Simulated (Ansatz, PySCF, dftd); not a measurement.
System: C$_{4}$H$_{5}$, charge 0, doublet. C4H5 (SMILES [CH]1[C@@H]2C[C@H]12, doublet).
B3LYP-D3(BJ)/def2-TZVP minimum from Ansatz (a program for electronic structure):
```xyz
9

C     -0.0105     1.1649     0.2808
C      0.0034    -1.0856     0.3584
C      0.7812     0.0534    -0.2214
C     -0.7771     0.0433    -0.2375
H     -0.0127     2.1640    -0.1347
H     -0.0071    -1.1963     1.4393
H      0.0151    -2.0215    -0.1909
H      1.4306     0.0079    -1.0831
H     -1.4079    -0.0105    -1.1124
```
Charge 0, spin multiplicity 2.

Quantity: enthalpy of formation at 298 K (by atomisation, with ideal-gas terms from PySCF's Hessian at B3LYP-D3(BJ)/def2-TZVP and the atoms' measured values of the G2/97 table; no spin-orbit terms), in kcal/mol. Radicals and triplets start from unrestricted determinants; spin-orbit coupling is neglected. Correlated methods leave the cores frozen. No relativity. Double hybrids freeze cores in their MP2 part. For partners of very few electrons the exact lower level stands in for a higher one.

```
level                           program  enthalpy of formation at 298 K (kcal/mol)
-----------------------  --------------  -----------------------------------------
PBE/def2-TZVPD                   Ansatz                                       72.5
B3LYP-D3(BJ)/def2-TZVPD  Ansatz + dftd3                                      102.2
PBE0/def2-TZVPD                  Ansatz                                       87.8
CAM-B3LYP/def2-TZVPD             Ansatz                                      102.0
wB97M-V/def2-TZVPD               Ansatz                                      100.0
B2PLYP/def2-TZVPD                Ansatz                                      112.3
CCSD/cc-pVTZ                     Ansatz                                      141.7
CCSDT(Q)/cc-pVDZ                 Ansatz                                      170.6
```
